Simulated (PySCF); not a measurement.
Record of a relaxation.

Compound: CH3F.
Bonds: C1–F2. Hydrogens: H3, H4, H5 on C1.

Method: PySCF 2.14.0, PBE0-D3(BJ)/def2-SVP geometry optimisation, gas phase; density fitting, grid level 1; the optimiser is geomeTRIC in internal coordinates, started from a GFN2-xTB structure with every atom displaced at random (about 0.01 Å). The frame can shift and turn from step to step; on so coarse a grid that alone can change the energy by a few meV, and forces under 0.02 eV/Å are noise.

Step 0: E = -3795.5127 eV, largest atomic force 1.422 eV/Å
```
atom  x, y, z in Å  |  force x, y, z in eV/Å
C1     -0.047   -0.019    0.009   -0.486   1.073  -0.797
F2      1.276   -0.114   -0.165    1.342  -0.397   0.014
H3     -0.320   -0.224    1.038   -0.229  -0.193   0.632
H4     -0.319    1.033   -0.244   -0.376  -0.405   0.149
H5     -0.557   -0.709   -0.676   -0.252  -0.078   0.003
```

Step 1: E = -3795.5567 eV, largest atomic force 0.317 eV/Å
```
atom  x, y, z in Å  |  force x, y, z in eV/Å
C1      0.182    0.118    0.051    0.151  -0.204   0.191
F2      1.538   -0.002   -0.103   -0.284   0.075   0.001
H3     -0.094   -0.061    1.108    0.050   0.033  -0.117
H4     -0.158    1.124   -0.236    0.067   0.111  -0.044
H5     -0.337   -0.624   -0.577    0.017  -0.015  -0.030
```

Step 2: E = -3795.5586 eV, largest atomic force 0.071 eV/Å
```
atom  x, y, z in Å  |  force x, y, z in eV/Å
C1      0.179    0.115    0.054    0.069   0.015  -0.010
F2      1.530   -0.001   -0.105   -0.029  -0.021   0.012
H3     -0.093   -0.060    1.109   -0.003   0.003  -0.009
H4     -0.146    1.127   -0.237   -0.025  -0.003   0.004
H5     -0.338   -0.626   -0.578   -0.013   0.006   0.003
```

Step 3: E = -3795.5588 eV, largest atomic force 0.031 eV/Å
```
atom  x, y, z in Å  |  force x, y, z in eV/Å
C1      0.180    0.115    0.054    0.030   0.001  -0.008
F2      1.529   -0.007   -0.104   -0.015  -0.004   0.001
H3     -0.092   -0.058    1.108   -0.007   0.002   0.006
H4     -0.144    1.128   -0.237    0.001  -0.004   0.001
H5     -0.341   -0.623   -0.577   -0.009   0.004   0.000
```

Step 4: E = -3795.5588 eV, largest atomic force under 0.02 eV/Å
```
atom  x, y, z in Å  |  force x, y, z in eV/Å
C1      0.181    0.116    0.054   -0.017  -0.001  -0.004
F2      1.529   -0.016   -0.105    0.006   0.000  -0.004
H3     -0.093   -0.055    1.108   -0.001   0.000   0.008
H4     -0.138    1.130   -0.238    0.013   0.002  -0.001
H5     -0.347   -0.619   -0.576   -0.001   0.000   0.000
```

Problem. Summarise the path.

Solution. The energy falls by 0.0461 eV from step 0 to step 4; nine tenths of that is first reached at step 1. It falls at every step. The largest force goes from 1.422 to under 0.02 eV/Å. Among the bonds C1–F2 changes most, from 1.338 to 1.363 Å; the atoms move by 0.025 Å rms after alignment.

The cost below is that of the whole optimisation. Time: 1.2 s of wall time; peak memory 0.25 GiB. Hardware: one thread of an AMD EPYC 9R45 (shared host).
